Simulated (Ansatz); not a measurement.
HfO2 (P2₁/c, No. 14) was calculated with r²SCAN (Ansatz, a first-principles code, plane waves, PAW).

Run with plane-wave cutoff 600 eV, 8×8×8 k mesh, scalar-relativistic PAW data made under PBE.

Cell (relaxed at this level):

Space group P2₁/c (No. 14); a = 5.1139 Å, b = 5.1813 Å, c = 5.2952 Å, α = 90.00°, β = 99.47°, γ = 90.00°

```csv
atom,site,symmetry,x,y,z
Hf,4e,1,0.2762,0.0419,0.2082
O,4e,1,0.5520,0.2577,0.0215
O,4e,1,0.0700,0.3337,0.3441
```

Predict the Voigt–Reuss–Hill bulk modulus, Voigt–Reuss–Hill shear modulus (Hill average), Young modulus and Poisson ratio.


- Voigt–Reuss–Hill bulk modulus: 206 GPa
- Voigt–Reuss–Hill shear modulus (Hill average): 103 GPa
- Young modulus: 266 GPa
- Poisson ratio: 0.285

Note: the relaxation could not lower the start's symmetry, so the cell can be a saddle point above a distorted one.

Elastic constants are with the ions relaxed.

Spin–orbit coupling is not included.

Static lattice: no zero-point or thermal effects.
